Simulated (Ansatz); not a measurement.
## C2H4O2 (methyl formate): from total energies to a heat of formation

The species is C2H4O2 (8 atoms), meant as a singlet with charge 0. SMILES: `COC=O`. Geometry: relaxed at PBE0-D4/def2-TZVP. This is one conformer, not always the lowest.

Total energies at wB97X/6-311+G** (Ansatz 0.2.0); the atoms run unrestricted:

```
species    state  energy (Eh)
 C2H4O2  singlet  -229.074077
      C  triplet   -37.844021
      O  triplet   -75.070031
      H  doublet    -0.501395
```

Harmonic wavenumbers at PBE0-D4/def2-TZVP, in cm⁻¹: 132, 303, 350, 786, 970, 1050, 1176, 1193, 1256, 1398, 1465, 1480, 1492, 1833, 3054, 3070, 3148, 3184.

Measured heats of formation of the gaseous atoms at 298.15 K, in kJ/mol: C 716.9, O 249.2, H 218.0. Spin-orbit lowering of the atoms at 298 K (mean of the ground term's levels less their thermal mean, from spectra), in kJ/mol: C 0.02, O 0.40. Take 1 Eh = 2625.50 kJ/mol, 1 cm⁻¹ = 0.0119627 kJ/mol, RT = 2.479 kJ/mol.

Problem. What heat of formation follows?

Solution. 
1. Electronic atomisation energy: 2 × (-37.844021) + 2 × (-75.070031) + 4 × (-0.501395) − (-229.074077) = 1.240393 Eh = 3256.7 kJ/mol.
2. Zero-point energy: half the sum of the wavenumbers, 13670 cm⁻¹ = 163.5 kJ/mol.
3. Thermal vibrational enthalpy, Σ hcν̃/(exp(hcν̃/kT) − 1): 4.4 kJ/mol. Translation, rotation and pV of a non-linear molecule: 4 RT = 9.9 kJ/mol.
4. The 8 free atoms carry 5/2 RT each: 49.6 kJ/mol.
5. Spin-orbit coupling lowers the free atoms by 2 × 0.02 + 2 × 0.40 = 0.8 kJ/mol.
6. Atomisation enthalpy at 298 K: 3256.7 − 0.8 − 163.5 − 4.4 − 9.9 + 49.6 = 3127.7 kJ/mol.
7. Sum of the atoms' heats of formation: 2804.2 kJ/mol. Heat of formation: 2804.2 − 3127.7 = -323.5 kJ/mol.

The tabulated value is -357.8 kJ/mol (Active Thermochemical Tables), so this level is off by +34.3 kJ/mol, or 1.1 % of the atomisation enthalpy. Anharmonicity and any spin-orbit splitting of the molecule are left out.
